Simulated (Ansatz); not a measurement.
```yaml
crystal:
  periodic: [false, false, false]
  atoms:
    - {symbol: Al, position_ang: [-0.523697, 1.210794, -2.717038]}
    - {symbol: O, position_ang: [1.901422, -0.000778, 0.121529]}
    - {symbol: C, position_ang: [0.820892, -1.195317, 2.705478]}
    - {symbol: H, position_ang: [-0.649172, -3.102145, 2.328390]}
    - {symbol: H, position_ang: [-0.457855, 0.404829, 4.028217]}
    - {symbol: H, position_ang: [2.637482, -1.977557, 4.116784]}
    - {symbol: H, position_ang: [1.517342, 2.411678, -5.423430]}
    - {symbol: H, position_ang: [-2.659807, 3.832193, -1.412513]}
    - {symbol: H, position_ang: [-2.586608, -1.583675, -3.747439]}
basis:
  gaussian: {orbitals: def2-SVPD}
total_charge: -1
hamiltonian: {xc: {name: SVWN5}}
accuracy: high
```

```sh
$ ansatz run in.yaml --threads 4 --pin off --events-out ev --progress --plain --max-ram 3916MiB
```

Shortened log:

```
Functional definition: SVWN5
2360 factors; integrals over basis functions are off by at most 2.0e-8 eV
mean field evaluation 1: about -9615.5206 eV, gradient 9.4e1 eV
mean field evaluation 2: about -9307.8190 eV, gradient 2.8e2 eV
mean field evaluation 4: about -9533.6472 eV, gradient 1.9e2 eV
mean field evaluation 8: about -9689.9766 eV, gradient 1.1e1 eV
mean field evaluation 16: about -9690.7147 eV, gradient 1.3e1 eV
mean field evaluation 32: about -9691.5200 eV, gradient 3.7e-3 eV
mean field evaluation 64: about -9690.9740 eV, gradient 8.4e0 eV
mean field evaluation 96: about -9691.4980 eV, gradient 1.0e0 eV
mean field evaluation 128: about -9691.5128 eV, gradient 4.0e-1 eV
mean field evaluation 160: about -9690.7806 eV, gradient 4.1e0 eV
mean field evaluation 192: about -9691.1856 eV, gradient 8.6e-1 eV
mean field evaluation 224: about -9691.5192 eV, gradient 3.5e-1 eV
mean field evaluation 256: about -9691.4919 eV, gradient 7.4e-1 eV
mean field evaluation 288: about -9672.8792 eV, gradient 3.5e1 eV
mean field evaluation 320: about -9690.7161 eV, gradient 1.5e1 eV
mean field evaluation 352: about -9669.5811 eV, gradient 6.1e1 eV
mean field evaluation 384: about -9690.7311 eV, gradient 3.0e0 eV
mean field evaluation 416: about -9691.3296 eV, gradient 7.9e0 eV
mean field evaluation 448: about -9691.0143 eV, gradient 2.9e0 eV
mean field -9691.52036165 eV, -356.1568041421 hartree, gradient 5.8e-8 eV, S^2 0.000000; 20 other end points of the search recorded, 0 dependent functions left out
reference -9691.52036890 eV, -356.1568044088 hartree; 17, 17 occupied and 98, 98 virtual orbitals, 2360 factors
Total energy: -9691.52036890 eV, -356.1568044088 hartree
```

(1) Something in this input is off. What?

## Answers

(1) The geometry is stretched to more than twice its size. The run converged. The result belongs to that input, not to the species as meant.
